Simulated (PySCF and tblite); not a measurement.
The numbers below are computed, except where a source is named.
C₂H₆S, numbered as in [CH3:1][CH2:2][SH:3].

Search: ETKDG and KDG, MMFF94s, GFN2-xTB, 90 starts; geometries at PBE0-D3(BJ)/def2-SVP. Weights use PBE0-D3(BJ)/def2-TZVP energies plus GFN2-xTB zero-point and thermal terms (modes under about 100 cm⁻¹ blended into free rotors). Symmetry numbers and mirror images are counted. Conformers within 4 kcal/mol (GFN2-xTB free energy) were kept, 5 at most. GIAO shieldings: PBE0/pcSseg-1. Shifts are against TMS (¹H), TMS (¹³C) at the same level. Run with PySCF (density fitting) and tblite.

**Question.** What shifts does this protocol give at 298.15 K under fast conformational exchange?

**Answer.** ¹H: 2.32 (H2, 2H), 1.21 (H1, 3H) ppm. ¹³C: 25.2 (C2), 21.2 (C1) ppm.

**Question.** How do the conformers differ?

**Answer.** Torsions listed: C1–C2–S3–H3. Of a mirror pair one member is shown.
```tsv
conformer	shape	weight %
1	64°	76.7
2	-178°	23.3
```

```csv
signal,1,2,average
H1,1.22,1.18,1.21
H2,2.26,2.51,2.32
C1,22.9,15.8,21.2
C2,25.4,24.4,25.2
```

**Question.** Which signal moves most, for its nucleus, between 180 and 400 K through the change of populations alone?

**Answer.** C1: 21.8 ppm at 180 K, 21.5 ppm at 230 K, 21.2 ppm at 298.15 K, 21.1 ppm at 330 K, 21.0 ppm at 400 K.

H on N, O and S are left out: they exchange, and hydrogen bonds move them by several ppm. Shifts are unscaled: against experiment ¹³C can be off by 15 ppm or more and ¹H by 0.8 ppm.
